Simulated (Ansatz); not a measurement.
**SiC (triplet): the correlation ladder at distance Si1–C2 = 1.344 Å, 6-31G**

Aim: climb from Hartree-Fock through coupled cluster and multireference methods for SiC (triplet) at one geometry and basis, and see what each rung misses.

Method: 6-31G, core rule «outside noble gas», up to 6 orbitals frozen; program: Ansatz 0.2.0, Gaussian basis.

Plan: UHF; CCSD(T) on ROHF; CCSD(T) on UHF; BCCD(T) on ROHF; CISD; CCSDT(Q) on ROHF; CCSDT(Q) on UHF; CISDTQ; CCSDTQ on ROHF; CCSDTQ on UHF; CASSCF and MRCISD+Q, 4 electrons in 4 orbitals; CASSCF and NEVPT2, 4 electrons in 4 orbitals; CASSCF and MRCISD+Q, 8 electrons in 8 orbitals; CASSCF and MRCISD+Q(relaxed), 8 electrons in 8 orbitals; CASSCF and NEVPT2, 8 electrons in 8 orbitals; Full CI.

25 further runs of the same task are left out: 3 for a known fault of the program, 21 that didn't finish, 1 set aside as unsound or not needed.

**1. What is computed**

The geometry derives from a PBE0/def2-TZVP stationary point (not a proven minimum). One bond is set to the value named and the two fragments are kept rigid.

2 atoms, charge 0, spin multiplicity 3.

Atoms are counted from 1 here; the program's logs count them from 0.

Bond lengths: Si1–C2 1.344 Å.

**2. UHF**

File in.yaml:

```yaml
crystal:
  periodic: [false, false, false]
  atoms:
    - {symbol: Si, position_ang: [0.000000, 0.000000, 0.000000]}
    - {symbol: C, position_ang: [0.000000, 0.000000, 1.344000]}
basis:
  gaussian: {orbitals: 6-31G}
magnetization: {spin_polarized: true, initial_magnetization: 2}
hamiltonian: {xc: hf}
output: {orbitals: {seedname: orbitals}}
```

Run with:

```
$ ansatz run in.yaml --threads 1 --pin off --events-out ev --progress --plain --max-ram 2393MiB
```

Further steps of the session: CCSD(T) on ROHF; CCSD(T) on UHF; BCCD(T) on ROHF; CISD; CCSDT(Q) on ROHF; CCSDT(Q) on UHF; CISDTQ; CCSDTQ on ROHF; CCSDTQ on UHF; CASSCF and MRCISD+Q, 4 electrons in 4 orbitals; CASSCF and NEVPT2, 4 electrons in 4 orbitals; CASSCF and MRCISD+Q, 8 electrons in 8 orbitals; CASSCF and MRCISD+Q(relaxed), 8 electrons in 8 orbitals; CASSCF and NEVPT2, 8 electrons in 8 orbitals; Full CI.

Before running them: what should the planned runs give, taken together? Wanted: FCI from the RHF energy; RMP2 from FCI; UMP2 from FCI; RCCSD from FCI; RCCSD(T) from FCI; UCCSD(T) from FCI; RCCSDT(Q) from FCI; UCCSDT(Q) from FCI; NEVPT2 pair from FCI.

The runs gave:

```
                         quantity                                                                                                                                                    value
          FCI from the ROHF energy                                                                                                                                               -3.1513 eV
                    RMP2 from FCI                                                                                                                                             +73.9 kJ/mol
                    UMP2 from FCI                                                                                                                                             +77.4 kJ/mol
                   RCCSD from FCI                                                                                                                                             +11.6 kJ/mol
                RCCSD(T) from FCI                                                                                                                                              +3.3 kJ/mol
                UCCSD(T) from FCI                                                                                                                                              +3.6 kJ/mol
               RCCSDT(Q) from FCI                                                                                                                                              +0.2 kJ/mol
               UCCSDT(Q) from FCI                                                                                                                                              +0.2 kJ/mol
             NEVPT2 pair from FCI                                                                                                                                             +63.6 kJ/mol
           MRCISD+Q pair from FCI                                                                                                                                              +2.4 kJ/mol
          NEVPT2 valence from FCI                                                                                                                                             +29.4 kJ/mol
levels within 1 kcal/mol (43 meV)  RCCSD(T), UCCSD(T), BCCD(T), RCCSDT, UCCSDT, CISDTQ, RCCSDT(Q), UCCSDT(Q), RCCSDTQ, UCCSDTQ, MRCISD+Q pair, MRCISD+Q valence, MRCISD+Q(relaxed) valence
                    T1 diagnostic                                                                                                                                                    0.048
   effectively unpaired electrons                                                                                                                                                     2.08
```

RCCSD(T) misses by +3.3 kJ/mol, 1.1 % of the correlation energy. MRCISD+Q(relaxed) valence falls below full CI: the +Q correction isn't variational, and the cores differ from full CI's. The occupations are near whole numbers, but T1 = 0.048 shows that the orbitals relax strongly. Of the multireference levels listed MRCISD+Q(relaxed) valence comes nearest in total energy (-0.3 kJ/mol), which doesn't show that its space is the better one. These misses are within one basis, not against nature; the frozen cores of restricted and unrestricted runs differ, which can shift their rows.

Levels on UHF freeze UHF's core orbitals, full CI those of ROHF, so the U rows can settle a little off it for that reason alone.

With open shells the CI space here admits some triples and quadruples, so it is larger than plain CISD.
